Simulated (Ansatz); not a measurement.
Input file:

```yaml
crystal:
  periodic: [false, false, false]
  atoms:
    - {symbol: B, position_ang: [0.000000, 0.000000, 0.000000]}
    - {symbol: S, position_ang: [0.000000, 0.000000, 1.685300]}
basis:
  gaussian: {orbitals: aug-cc-pVTZ}
magnetization: {spin_polarized: false, initial_magnetization: 1}
correlation: {method: ccsdt_q, electrons: outside_noble_gas}
```

```sh
$ ansatz run in.yaml --threads 2 --pin off --events-out ev --progress --plain --max-ram 16896MiB --backend cuda --devices 0, --max-vram 18GiB
```

The program prints:

```
1046 factors; integrals over basis functions are off by at most 1.3e-7 eV
mean field evaluation 1: about -11486.6357 eV, gradient 1.3e1 eV
mean field evaluation 2: about -11486.6422 eV, gradient 1.3e1 eV
mean field evaluation 4: about -11487.9333 eV, gradient 2.9e0 eV
mean field evaluation 8: about -11488.1016 eV, gradient 1.5e-1 eV
mean field evaluation 16: about -11487.3576 eV, gradient 1.1e1 eV
mean field evaluation 32: about -11486.3834 eV, gradient 1.0e0 eV
mean field evaluation 64: about -11486.3740 eV, gradient 1.9e-3 eV
mean field evaluation 96: about -11482.8747 eV, gradient 6.3e-1 eV
mean field evaluation 128: about -11482.8831 eV, gradient 4.6e-2 eV
mean field evaluation 160: about -11471.7213 eV, gradient 4.7e1 eV
...
mean field -11488.10188348 eV, -422.1799573028 hartree, gradient 1.7e-6 eV, S^2 0.750000; 5 other end points of the search recorded, 0 dependent functions left out
...
determinant -11488.10188348 eV, -422.1799573028 hartree, with singles and doubles -11495.17000421 eV, -422.4397059487 hartree
determinant -11486.37400465 eV, -422.1164589269 hartree, with singles and doubles -11493.29282401 eV, -422.3707208486 hartree
6 core orbitals not correlated: weight in the atoms' cores, before any rotation towards them, 1.000 or more for the frozen orbitals, at most 0.000 for the correlated occupied ones
reference -11488.10188348 eV, -422.1799573028 hartree; 5, 4 occupied and 85, 86 virtual orbitals, 1046 factors
second order -6.49858809 eV of doubles, -0.03380175 eV of singles
...
cycle  11  -7.53041643 eV  change   -8.1e-5 eV  update   2.5e-4
cycle  12  -7.53045752 eV  change   -4.1e-5 eV  update   1.5e-4
cycle  13  -7.53059028 eV  change   -1.3e-4 eV  update   6.7e-5
cycle  14  -7.53054998 eV  change    4.0e-5 eV  update   3.1e-5
cycle  15  -7.53056301 eV  change   -1.3e-5 eV  update   1.6e-5
cycle  16  -7.53057070 eV  change   -7.7e-6 eV  update   7.8e-6
cycle  17  -7.53057215 eV  change   -1.4e-6 eV  update   4.8e-6
cycle  18  -7.53057285 eV  change   -6.9e-7 eV  update   2.2e-6
cycle  19  -7.53057170 eV  change    1.1e-6 eV  update   1.1e-6
cycle  20  -7.53057077 eV  change    9.3e-7 eV  update   6.3e-7
perturbative correction -0.02874801 eV, -0.0010564700 hartree
Total energy: -11495.66120227 eV, -422.4577571444 hartree
```

Ran on 2 threads of AMD EPYC 7R13 with a shared H100 80 GB, shared host: 20 s wall, 1 GiB peak host memory.
